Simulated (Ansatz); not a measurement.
# NS, doublet in 6-31G: errors against full CI

Geometry: a point of a stretch scan, not a stationary point.

```csv
atom,x (Å),y (Å),z (Å)
N,0.0000,0.0000,0.0000
S,0.0000,0.0000,1.3210
```

Basis 6-31G; Ansatz 0.2.0. Correlated methods freeze the noble-gas cores, which leaves 11 electrons in 16 orbitals. R marks a restricted (for open shells ROHF) determinant, U an unrestricted one. Active spaces: pair = (3e, 3o) about the gap; valence = (11e, 8o) chosen from the atoms' valence shells.

Full CI is exact within this basis and frozen core; it isn't the basis-set limit. The frozen core follows each run's orbitals, which can shift R against U totals by a few meV.

For open shells CISD and CISDTQ are restricted-active-space CI with the open shells as a complete middle space.

* UHF ⟨S²⟩: 0.792
* T1 diagnostic (RCCSD): 0.0191
* largest doubles amplitude (RCCSD): 0.122
* T1 diagnostic (UCCSD): 0.0277

| level | E − E(RHF) (eV) |
| --- | --- |
| UHF | -0.1093 |
| RMP2 | -4.2735 |
| UMP2 | -4.1333 |
| RCCSD | -4.3750 |
| UCCSD | -4.3834 |
| RCCSD(T) | -4.4972 |
| UCCSD(T) | -4.4955 |

Q: Estimate how far full CI in 6-31G lies from RCCSD(T). The table doesn't fix it; the size of (T) and the diagnostics are the guide.

A: Full CI in 6-31G lies 3.1 kJ/mol below RCCSD(T), which is 27 % of the (T) step (-11.8 kJ/mol). A doubles amplitude is large, and the rest is a large part of (T).

The other levels:

| level | E − E(full CI) (kJ/mol) | share of correlation (%) | wall time |
| --- | --- | --- | --- |
| CISD | 39.1 | 91.05 | 0.3 s |
| BCCD(T) | 3.3 | 99.25 | 0.3 s |
| RCCSDT | 2.2 | 99.49 | – |
| UCCSDT | 2.2 | 99.50 | – |
| CISDTQ | 1.7 | 99.60 | 5.5 s |
| RCCSDT(Q) | 0.1 | 99.97 | 3 s |
| UCCSDT(Q) | 0.1 | 99.97 | 2.1 s |
| RCCSDTQ | 0.2 | 99.95 | 23 s |
| UCCSDTQ | 0.2 | 99.95 | 25 s |
| CASSCF (pair space) | 358.3 | 18.02 | – |
| NEVPT2 (pair space) | 29.5 | 93.25 | 0.15 s |
| MRCISD (pair space) | 31.6 | 92.77 | – |
| MRCISD+Q (pair space) | 11.3 | 97.41 | 0.24 s |
| CASSCF (valence space) | 198.8 | 54.52 | – |
| NEVPT2 (valence space) | 47.3 | 89.18 | 0.42 s |
| MRCISD (valence space) | 8.8 | 97.99 | – |
| MRCISD+Q (valence space) | 2.5 | 99.44 | 0.84 s |

The correlation energy at full CI, counted from RHF, is -4.530 eV. That run took 1.7 min on 1 thread of AMD EPYC 9R45, shared host over 8,744,736 determinants.

Times hold each run's SCF and search for its determinant on a shared host, so for small cases they say little of a method's own cost; they ran on 1 thread of AMD EPYC 9R45.

The full-CI state has the irrep B1 of C2v, in the program's axes (one component, if the state is degenerate).

Natural occupations of full CI about the gap: 1.976 1.970 1.966 1.925 1.014 0.079 0.026 0.015 0.012 0.008; effectively unpaired electrons, Σ n²(2−n)², 1.06.
